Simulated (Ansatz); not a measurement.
Ansatz (an electronic-structure program) input (B3LYP/6-31G*):

Ansatz 0.2 input:
```yaml
crystal:
  periodic: [false, false, false]
  atoms:
    - {symbol: O, position_ang: [-0.00000000, -0.00000000, -0.56070307]}
    - {symbol: O, position_ang: [0.00000000, 0.00000000, 0.56070307]}
basis:
  gaussian:
    orbitals: 6-31G*
hamiltonian:
  xc: {name: B3LYP}
total_charge: 1
magnetization: {spin_polarized: true, initial_magnetization: 1}
phonons: {temperatures: {t_min: 298.15, t_max: 298.15, t_step: 100}}
```

### Question
Which harmonic wavenumbers does it give?

### Answer
2053 cm⁻¹ (unscaled; negative means imaginary).
